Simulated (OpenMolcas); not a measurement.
## [AlH4]− (SMILES [AlH4-]): name the method

The species is [AlH4]− (5 atoms), meant as a singlet with charge -1. SMILES: `[AlH4-]`. Geometry: a GFN2-xTB relaxation, a rough one for these elements and not checked as a minimum.

| atom | x (Å) | y (Å) | z (Å) |
| --- | --- | --- | --- |
| Al | 0.0000 | 0.0001 | -0.0011 |
| H | 1.4435 | -0.5043 | 0.5564 |
| H | -1.1830 | -0.6045 | 0.9391 |
| H | -0.2038 | -0.5171 | -1.5307 |
| H | -0.0567 | 1.6259 | 0.0362 |

Orbital energies are those of the mean-field step.

A calculation with OpenMolcas 26.06 gave:

```
total energy  : -241.6235 Eh
HOMO energy   : 2.21 eV
LUMO energy   : 17.28 eV
HOMO–LUMO gap : 15.07 eV
```

Task: Which of these levels gave the numbers?
A. CCSD(T)/STO-3G
B. PBE/STO-3G
C. PBE0/STO-3G
D. MP2/STO-3G

Result: C. The others give -241.1882 Eh (MP2/STO-3G), -241.5827 Eh (PBE/STO-3G), -241.2074 Eh (CCSD(T)/STO-3G).
